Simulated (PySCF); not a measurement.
Point-charge models of `Cl` (HCl) against its computed dipole.

Coordinates (GFN2-xTB, Å) and charges (e) from the PBE0/pcSseg-1 density (PySCF):

```json
{"atom": "Cl1", "x": "0.640", "y": "-0.003", "z": "-0.003", "Mulliken": "-0.2276", "IAO": "-0.2124", "Hirshfeld": "-0.1251", "ESP-fitted": "-0.2603"}
{"atom": "H2", "x": "-0.637", "y": "0.004", "z": "-0.011", "Mulliken": "+0.2276", "IAO": "+0.2124", "Hirshfeld": "+0.1251", "ESP-fitted": "+0.2603"}
```

Question: Form Σ q r in debye for every column and set it beside the full dipole.

Answer: The full density gives (-1.46, 0.01, -0.01) D, 1.46 D in size; dipole vectors point from the negative to the positive end.

| scheme | μx | μy | μz | size (D) | share of the full size (%) | angle to the full dipole (°) |
| --- | --- | --- | --- | --- | --- | --- |
| Mulliken | -1.40 | 0.01 | -0.01 | 1.40 | 96 | 0 |
| IAO | -1.30 | 0.01 | -0.01 | 1.30 | 89 | 0 |
| Hirshfeld | -0.77 | 0.00 | 0.00 | 0.77 | 53 | 0 |
| ESP-fitted | -1.60 | 0.01 | -0.01 | 1.60 | 110 | 0 |

Question: Which set comes closest?

Answer: Length of the difference vector: Mulliken 0.06 D, ESP-fitted 0.14 D, IAO 0.16 D, Hirshfeld 0.69 D. Closest: Mulliken. The schemes that divide the density aren't constrained to reproduce the dipole.

Question: What is left for the Hirshfeld atoms' own dipoles?

Answer: The Hirshfeld atoms' densities add up to the full density, so μ = Σ q r + Σ (atomic dipoles). The atomic dipoles sum to (-1.46, 0.01, -0.01) − (-0.77, 0.00, 0.00) = (-0.69, 0.01, -0.01) D, 0.69 D in size.

Question: Give the size of the full dipole in other units.

Answer: 1.46 D = 0.574 au = 0.304 e·Å = 4.86 × 10⁻³⁰ C·m.

Geometry: GFN2-xTB; no solvent, vibrations or thermal averaging.

These values come from a run that also computed NMR shieldings. Time: 1.5 s of wall time (with the writing of density and orbital grids); peak memory 0.26 GiB. Hardware: one thread, Intel Xeon at 2.30 GHz (x86_64), shared host.
